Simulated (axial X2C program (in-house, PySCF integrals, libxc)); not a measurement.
## Potential curves of SiN⁺, two-component

Computed with an in-house relativistic program for diatomic molecules. Two-component (2c) means X2C with spin–orbit coupling and atomic mean-field two-electron Coulomb and Gaunt terms. Basis: Si dyall-v3z [8s7p2d1f], N dyall-av3z [7s7p3d2f] (cores contracted in-house); Gaussian nuclei, density fitting, unrestricted open shells. Masses: Si 27.977 u, N 14.003 u.

State: Ω = 1 (⟨Sz⟩ = 1.00, ⟨Lz⟩ = 0.00 at PBE0). Energies in eV from the fragments at the same level (Si+ + N). Fits are polynomials in 1 − R0/R over 0.85 to 1.23 times the lowest point R0.

```json
{"R (Å)": "1.5669", "PBE0": "-1.8396", "BHandHLYP": "-1.6117"}
{"R (Å)": "1.6389", "PBE0": "-2.3313", "BHandHLYP": "-2.0682"}
{"R (Å)": "1.6929", "PBE0": "-2.5393", "BHandHLYP": "-2.2505"}
{"R (Å)": "1.7470", "PBE0": "-2.6441", "BHandHLYP": "-2.3304"}
{"R (Å)": "1.8010", "PBE0": "-2.6693", "BHandHLYP": "-2.3320"}
{"R (Å)": "1.8640", "PBE0": "-2.6231", "BHandHLYP": "-2.2602"}
{"R (Å)": "1.9271", "PBE0": "-2.5175", "BHandHLYP": "-2.1315"}
{"R (Å)": "2.0081", "PBE0": "-2.3225", "BHandHLYP": "-1.9113"}
{"R (Å)": "2.1072", "PBE0": "-2.0298", "BHandHLYP": "-1.5966"}
{"R (Å)": "2.2512", "PBE0": "-1.5654", "BHandHLYP": "-1.1290"}
```

The state is one determinant whose occupation by symmetry is held fixed; it was picked as the lowest of a PBE0 search that is not exhaustive. De is counted from the lowest determinant-based energies of the atoms at the same level, without counterpoise correction. Density functionals use the spin component along the axis (collinear). The 2c atoms are single determinants rather than J levels; their spin–orbit lowering is only partly caught, and De is too large by that part. This holds for PBE0, BHandHLYP. PBE0 can misorder states that lie within some tenths of an eV, so this need not be the ground state of the molecule. The nearest other 2c determinant of the search, Ω = 2, lies 0.49 eV up at the distance of the search. The functionals have no current-density term, which raises determinants with orbital currents, atoms included. With several unpaired electrons one determinant need not be a pure state. Open-shell Ω = 0 determinants with evenly filled partner blocks cannot be reached by this program, so the Ω shown need not be the lowest component. This is the Ω = 1 component of a π² triplet; the 0⁺ component is not one determinant and can lie lowest.

Problem. Fit the PBE0 curve near its minimum: give the equilibrium distance, the harmonic wavenumber and the well depth.

Solution. At PBE0, 2c: Re = 1.794 Å, ωe ≈ 790 cm⁻¹, De = 2.67 eV to Si+ + N; Be follows as 0.561 cm⁻¹.

Problem. Fit the BHandHLYP curve near its minimum: give the equilibrium distance, the harmonic wavenumber and the well depth.

Solution. At BHandHLYP, 2c: Re = 1.775 Å, ωe ≈ 821 cm⁻¹, De = 2.34 eV to Si+ + N; Be follows as 0.574 cm⁻¹.
